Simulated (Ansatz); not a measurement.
Input file:

```yaml
crystal:
  periodic: [false, false, false]
  atoms:
    - {symbol: B, position_ang: [-0.001574, 0.090727, 0.791483]}
    - {symbol: C, position_ang: [-0.002407, -0.130793, -0.587290]}
    - {symbol: H, position_ang: [0.045557, 0.585423, -1.491120]}
basis:
  gaussian: {orbitals: 6-31G}
magnetization: {spin_polarized: true, initial_magnetization: 0}
hamiltonian: {xc: {name: r2SCAN}}
correlation: {method: bccd, electrons: valence}
output: {forces: true}
```

```sh
$ ansatz run in.yaml --threads 1 --pin off --events-out ev --progress --plain --max-ram 2393MiB
```

Output:

```
285 factors; integrals over basis functions are off by at most 2.7e-4 eV
mean field evaluation 1: about -1709.1379 eV, gradient 4.3e1 eV
mean field evaluation 2: about -1709.1335 eV, gradient 4.3e1 eV
mean field evaluation 4: about -1719.1511 eV, gradient 1.4e1 eV
mean field evaluation 8: about -1720.4746 eV, gradient 7.1e-2 eV
mean field evaluation 16: about -1720.4752 eV, gradient 7.8e-6 eV
mean field evaluation 32: about -1721.4787 eV, gradient 2.3e-8 eV
mean field evaluation 64: about -1721.4784 eV, gradient 1.4e-1 eV
mean field evaluation 96: about -1721.4717 eV, gradient 1.9e-1 eV
mean field evaluation 128: about -1721.4785 eV, gradient 7.2e-2 eV
mean field evaluation 160: about -1705.1223 eV, gradient 1.7e1 eV
...
mean field -1721.47869506 eV, -63.2631751833 hartree, gradient 1.0e-8 eV, S^2 0.985525; 10 other end points of the search recorded, 0 dependent functions left out
2 core orbitals not correlated: weight in the atoms' cores, before any rotation towards them, 1.000 or more for the frozen orbitals, at most 0.000 for the correlated occupied ones
reference -1711.71976376 eV, -62.9045410727 hartree; 4, 4 occupied and 14, 14 virtual orbitals, 285 factors
second order -3.04288222 eV of doubles, -0.14742247 eV of singles
...
cycle  30  -3.63851163 eV  change   -2.4e-8 eV  update   2.7e-8
cycle  31  -3.63851162 eV  change    6.6e-9 eV  update   2.3e-8
cycle  32  -3.63851163 eV  change   -8.9e-9 eV  update   2.2e-8
cycle  33  -3.63851163 eV  change  -5.5e-10 eV  update   1.8e-8
cycle  34  -3.63851163 eV  change   7.8e-10 eV  update   1.9e-8
cycle   1  -3.63851177 eV  update   9.0e-8
cycle   2  -3.63851182 eV  change   -4.9e-8 eV  update   4.5e-8
cycle   3  -3.63851187 eV  change   -4.6e-8 eV  update   2.4e-8
cycle   4  -3.63851188 eV  change   -1.4e-8 eV  update   1.3e-8
cycle   5  -3.63851189 eV  change   -5.6e-9 eV  update   8.0e-9
the calculation of the forces begins
Total energy: -1715.35827564 eV, -63.0382539183 hartree
Atom 0 at    -0.001574     0.090727     0.791483 Å, force    -0.019944    -0.218894     0.902165 eV/Å
Atom 1 at    -0.002407    -0.130793    -0.587290 Å, force     0.114223     1.715006    -2.089764 eV/Å
Atom 2 at     0.045557     0.585423    -1.491120 Å, force    -0.094279    -1.496112     1.187599 eV/Å
Dipole moment:     0.003868     0.066559    -0.014161 e Å
```

Forces (eV/Å):
```
B   -0.020 -0.219  0.902
C    0.114  1.715 -2.090
H   -0.094 -1.496  1.188
```

Ran on 1 thread of AMD EPYC 7B13, shared host: 10 s wall, 0.13 GiB peak host memory.
